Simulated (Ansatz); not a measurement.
**AlNH2+ (doublet): wave-function methods side by side, def2-QZVPP**

One table from this session's results is given with a row withheld; the runs are named, their logs left out.

Method: def2-QZVPP, core rule «outside noble gas», up to 6 orbitals frozen; program: Ansatz 0.2.0, Gaussian basis.

Plan: UHF; ROHF; CCSD(T) on UHF.

2 further runs of the same task are left out: 2 set aside as unsound or not needed.

## What is computed

The geometry is a PBE0/def2-TZVP stationary point (not a proven minimum) of the parent state, kept for this charge and spin.

4 atoms, charge 1, spin multiplicity 2.

Atoms are counted from 1 here; the program's logs count them from 0.

Bond lengths: Al1–N2 1.882 Å, Al1–H3 1.583 Å, Al1–H4 1.583 Å. Angles: N2–Al1–H3 118.0°, N2–Al1–H4 118.0°, H3–Al1–H4 123.9°.

Set-up of the first run:

in.yaml

```yaml
crystal:
  periodic: [false, false, false]
  atoms:
    - {symbol: Al, position_ang: [0.000000, 0.000000, 0.578264]}
    - {symbol: N, position_ang: [0.000000, 0.000000, -1.304184]}
    - {symbol: H, position_ang: [0.000000, 1.396938, 1.321934]}
    - {symbol: H, position_ang: [0.000000, -1.396938, 1.321934]}
basis:
  gaussian: {orbitals: "def2-QZVPP.json"}
total_charge: 1
magnetization: {spin_polarized: true, initial_magnetization: 1}
hamiltonian: {xc: hf}
output: {orbitals: {seedname: orbitals}}
```

Run with:

```sh
ansatz run in.yaml --threads 1 --pin off --events-out ev --progress --plain --max-ram 2393MiB
```

Steps of the session up to this table: UHF; ROHF; CCSD(T) on UHF.

One of the session's tables, all rows but one given; the rest of the session is left out.

```
  method  from UCCSD(T) (kJ/mol)
    ROHF                  +742.9
     UHF                       ?
    UMP2                  +170.1
   UCCSD                   +40.6
UCCSD(T)                       0
```

Q: Estimate the row for UHF from the others.

**Answer.** from UCCSD(T) (kJ/mol): +626.9. In the column «from UCCSD(T) (kJ/mol)» it lies between UMP2 (+170.1) and ROHF (+742.9).

The program flags UCCSD(T) as in doubt (see the logs), so the zero of the table is itself unsure.

Limits of these values: The determinant is far from a pure spin state, so its energy mixes those of several spin states (harmless only where they are near-degenerate, as at dissociation). The program flags UCCSD(T) as in doubt, so the zero of the table is itself unsure.
